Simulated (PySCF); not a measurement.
Structure problem from calculated spectra and properties.

Formula: C4H3O2; charge -1.

| Item | Value |
| --- | --- |
| 13C NMR | chemical shifts (computed TMS as zero) by class: 155.5 (1 C), 95.1 (1 C), 56.7 (1 C), 6.2 (1 C) ppm [GIAO PBE0/pcSseg-1] |
| NMR, other nuclei | isotropic shieldings of nuclei other than C and H, by class: -29 (2 O) ppm [GIAO PBE0/pcSseg-1] |
| Couplings | largest of the computed one-bond spin–spin couplings (means over like bonds): 13C–13C +176.7, 13C–1H +132.7 (×3), 13C–13C +82.1, 13C–13C +80.7, 17O–13C +26.4 (×2) Hz [B3LYP/pcJ-1] |
| Rotational structure | rotational constants A, B, C: 11.472, 1.771, 1.549 GHz [PBE0-D3(BJ)/def2-SVP] |
| 1H NMR | chemical shifts (computed TMS as zero) by class: 1.66 (3 H) ppm [GIAO PBE0/pcSseg-1] |

Gas-phase values; electronic properties from PySCF, density fitting. Levels stand in brackets. Geometry: PBE0-D3(BJ)/def2-SVP; no solvent, vibrations or thermal averaging. No diffuse functions stand in pcJ-1 and pcSseg-1, which bears on an anion's orbital energies. NMR values are class means; diastereotopic atoms form classes of their own.

Question: Give a SMILES that accounts for the data.

Answer: Numbering: `[CH3:1][C:2]#[C:3][C:4](=[O:5])[O-:6]`. 4 carbons fall into 4 classes; from least to most shielded: carboxylate carbon [C4] (155.5 ppm), alkyne carbon [C3] (95.1 ppm), alkyne carbon [C2] (56.7 ppm), propargylic carbon [C1] (6.2 ppm). All hydrogens form one class (1.66 ppm): methyl hydrogen. The other shieldings belong to: -29 ppm, carboxylate oxygen [O5/O6]. The couplings run between: +176.7 Hz, alkyne carbon [C2] and alkyne carbon [C3]; +132.7 Hz, propargylic carbon [C1] and its hydrogen (with 2 like pairs); +82.1 Hz, propargylic carbon [C1] and alkyne carbon [C2]; +80.7 Hz, alkyne carbon [C3] and carboxylate carbon [C4]; +26.4 Hz, carboxylate oxygen [O5] and carboxylate carbon [C4] (with 1 like pair). By its constants the optimised geometry is an asymmetric top. Structure: `CC#CC(=O)[O-]`. Computed isomers that give other values at the same levels: `C=C=CC(=O)[O-]` (rotational constant A: 10.118 GHz; this holds for the one conformer computed); `O=C([O-])C1C=C1` (rotational constant A: 8.593 GHz; this holds for the one conformer computed); `[O-]c1ccco1` (13C chemical shifts (computed TMS as zero) by class: 173.7 (1 C), 114.3 (1 C), 114.2 (1 C), 64.4 (1 C) ppm). The assignments are read from this structure; whether some other isomer fits the data as well wasn't checked.
